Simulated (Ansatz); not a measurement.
A made-up structure of BHOF (charge +1), singlet:

| atom | x (Å) | y (Å) | z (Å) |
| --- | --- | --- | --- |
| O1 | 0.4801 | -0.4580 | 0.3368 |
| B2 | -0.4311 | 0.2808 | -0.0576 |
| F3 | -1.3907 | 1.0000 | -0.3625 |
| H4 | -2.1210 | 1.5235 | -0.2187 |

It is relaxed with PBE-D4/def2-SVP and then PBE0-D4/def2-TZVP (Ansatz 0.2.0). Atoms count as bonded within 1.22 times the sum of their covalent radii (H–H: 0.88 Å). The end point is not checked to be a true minimum.

**Question.** Does its bonding change? (A judgement: the text doesn't fix the answer.)

**Answer.** Computed: No: no bond forms or breaks.

Where it ends: The first stage lowers the energy by 0.95 eV in 8 steps. It ends as BHOF ([O][B][FH]), total charge +1:
```xyz
4
angstrom
O 0.4459 -0.4320 0.4063
B -0.4016 0.2447 -0.0652
F -1.4178 1.0521 -0.5977
H -2.0894 1.4815 -0.0454
```

Labels in which every atom is bracketed show which atoms are joined, not bond orders.

For scale, one of the runs: PBE0-D4/def2-TZVP relaxation, 99 basis functions, launched by `ansatz run in.yaml --threads 2 --pin off --events-out ev --progress --plain --max-ram 4352MiB`. Hardware: 2 CPU threads of an Intel Xeon 6975P-C, shared host. Wall time about 2.9 s.
